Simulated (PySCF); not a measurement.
**CH4LiO+, an ion with solvent molecules: interaction energy**

The task here is to estimate one member of a computed series from the others.

Computed with PySCF 2.14.0; each step states its level. No surroundings beyond the atoms listed, unless a continuum is named. Atoms count from 0, parts from 1.

## The system as given

7 atoms, charge 1, multiplicity 1; geometry: GFN2-xTB. Parts: 1 = atom 0, `[Li+]`, charge 1; 2 = atoms 1–6, `CO`, charge 0.

Set-up of the first run:

What the job is given:

```
{"job": {"xc": "PBE0", "basis": "def2-TZVPD", "d3": "d3bj", "grid": 3, "kind": "geom", "shake": 0.01}, "charge": 1, "multiplicity": 1, "parts": [{"atoms": "0-0", "charge": 1, "multiplicity": 1}, {"atoms": "1-6", "charge": 0, "multiplicity": 1}]}
Li    -0.550141     0.345632     0.257452
C      0.144117     1.993761    -1.911403
O     -0.125129     1.872422    -0.502889
H     -0.504899     2.722956    -2.355890
H      1.176632     2.312079    -2.089689
H     -0.009845     1.027196    -2.370316
H      0.054252     2.760992    -0.145796
```

Launch:

```console
$ OMP_NUM_THREADS=1 python cluster_run.py task.json out
```

The driver reads the jobs from task.json and runs them one after another.

Among the steps run: Optimising the geometry at PBE0-D3(BJ)/def2-TZVPD; Coupled-cluster interaction energy: CCSD(T) and MP2, 1.81 Å; Coupled-cluster interaction energy: CCSD(T) and MP2, 1.90 Å; Coupled-cluster interaction energy: CCSD(T) and MP2, 1.99 Å; Coupled-cluster interaction energy: CCSD(T) and MP2, 1.72 Å; Coupled-cluster interaction energy: CCSD(T) and MP2, 2.26 Å; Coupled-cluster interaction energy: CCSD(T) and MP2, 1.62 Å; Coupled-cluster interaction energy: CCSD(T) and MP2, 2.71 Å; Coupled-cluster interaction energy: CCSD(T) and MP2, 3.61 Å.

One table of the session follows, with a row left open; its other results are not shown here.

It belongs to the step «Coupled-cluster interaction energy: CCSD(T) and MP2, 3.61 Å». 

```
                 method  interaction energy (kcal/mol)
         HF/aug-cc-pVDZ                         -11.78
        MP2/aug-cc-pVDZ                         -11.36
       CCSD/aug-cc-pVDZ                         -11.28
    CCSD(T)/aug-cc-pVDZ                         -11.19
         HF/aug-cc-pVQZ                         -11.83
        MP2/aug-cc-pVQZ                         -11.49
    SCS-MP2/aug-cc-pVQZ                         -11.49
      MP2, extrapolated                              ?
CCSD(T), limit estimate                         -11.35
```

**Question.** Estimate the row for MP2, extrapolated.

**Answer.** interaction energy (kcal/mol): -11.52. In the column «interaction energy (kcal/mol)» it lies between HF/aug-cc-pVDZ (-11.78) and MP2/aug-cc-pVQZ (-11.49).
